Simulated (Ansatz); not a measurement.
## Sr, fcc: geometry optimisation

All numbers below come from DFT, BLYP, plane waves (420 eV) with PAW, scalar-relativistic in Ansatz 0.2.0. (PAW data from PBE, frozen cores regenerated.)

k-point mesh 9×9×9, Fermi-Dirac smearing 0.1 eV, no spin polarisation. Cell and atoms relax.

Starting structure:

```xyz
1
Lattice="0.0000 3.0423 3.0423 3.0423 0.0000 3.0423 3.0423 3.0423 0.0000" Properties=species:S:1:pos:R:3 pbc="T T T"
Sr    0.0000    0.0000    0.0000
```

Question: What cell does the relaxation end in?

Answer: Fm-3m with a = 6.085 Å; 56.32 Å³ per atom against 56.32 at the start (0.0 %).

Question: How much energy does the relaxation gain?

Answer: 0.0 meV per atom.
